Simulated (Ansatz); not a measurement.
# CH5Si+ (SMILES C[SiH2+]): functionals against CCSD(T) at one geometry

One table from this session's results is given with a row withheld; the runs are named, their logs left out.

Computed with Ansatz 0.2.0, Gaussian basis. Level: single points in def2-TZVPP.

Correlated methods freeze the cores.

### Starting geometry

7 atoms, charge 1, spin multiplicity 1.

Atoms are counted from 1 here; the program's logs count them from 0.

Bond lengths: C1–Si2 1.854 Å, C1–H3 1.052 Å, C1–H4 1.144 Å, C1–H5 1.107 Å, Si2–H6 1.416 Å, Si2–H7 1.447 Å. Angles: Si2–C1–H3 115.4°, Si2–C1–H4 113.1°, Si2–C1–H5 108.8°, H3–C1–H4 108.5°, H3–C1–H5 105.6°, H4–C1–H5 104.7°, C1–Si2–H6 119.9°, C1–Si2–H7 121.4°, H6–Si2–H7 118.5°.

Coordinates:

```
C    -0.2029   -0.7629   -0.2062
Si    0.2498    0.9624    0.3002
H    -0.6688   -1.3437    0.5374
H     0.6814   -1.3542   -0.6284
H    -0.9289   -0.7104   -1.0400
H    -0.4327    1.5857    1.3729
H     1.3633    1.6592   -0.3073
```

The first run:

Contents of run/in.yaml:

```yaml
crystal:
  periodic: [false, false, false]
  atoms:
    - {symbol: C, position_ang: [-0.202900, -0.762900, -0.206200]}
    - {symbol: Si, position_ang: [0.249800, 0.962400, 0.300200]}
    - {symbol: H, position_ang: [-0.668800, -1.343700, 0.537400]}
    - {symbol: H, position_ang: [0.681400, -1.354200, -0.628400]}
    - {symbol: H, position_ang: [-0.928900, -0.710400, -1.040000]}
    - {symbol: H, position_ang: [-0.432700, 1.585700, 1.372900]}
    - {symbol: H, position_ang: [1.363300, 1.659200, -0.307300]}
basis:
  gaussian: {orbitals: def2-TZVPP}
total_charge: 1
correlation: {method: ccsd_t}
output: {forces: true}
```

No record of the launch command was kept for these runs.

Steps of the session up to this table: CCSD(T)/def2-TZVPP; PBE0-D4/def2-TZVPP; wB97M-V/def2-TZVPP; r2SCAN-D4/def2-TZVPP; PBE-D4/def2-TZVPP; CAM-B3LYP-D4/def2-TZVPP; revPBE-D4/def2-TZVPP.

One of the session's tables, all rows but one given; the rest of the session is left out.

```
      method  RMS force component (eV/Å)  angle to CCSD(T) forces (°)
     CCSD(T)                       0.854                    reference
     PBE0-D4                           ?                            ?
     wB97M-V                       0.859                          4.3
   r2SCAN-D4                       0.894                          6.8
      PBE-D4                       0.917                         11.0
CAM-B3LYP-D4                       0.876                          4.8
   revPBE-D4                       0.904                         10.4
```

**Question.** Estimate the row for PBE0-D4.

As computed: RMS force component (eV/Å): 0.906; angle to CCSD(T) forces (°): 5.8. In the column «RMS force component (eV/Å)» it lies between revPBE-D4 (0.904) and PBE-D4 (0.917).
